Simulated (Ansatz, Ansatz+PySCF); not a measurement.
```xyz
2

N    -0.0321    0.0193   -0.5985
O     0.0116   -0.0125    0.5416
```

RHF on singlet NO(+) was run in several spherical basis sets with Ansatz (development build ahead of 0.2.0).

**Question.** Rank the basis sets by the total energy that they give, lowest first, with the distance from the lowest.
A. def2-SVP
B. def2-TZVP
C. cc-pVTZ
D. STO-3G
E. 6-31G
F. aug-cc-pVDZ

**Answer.** B (0.00 eV), C (0.15 eV), F (0.92 eV), E (4.27 eV), A (4.62 eV), D (47.10 eV).

Totals follow the description of the cores as much as that of the bonds, so this order isn't one of quality for chemistry.
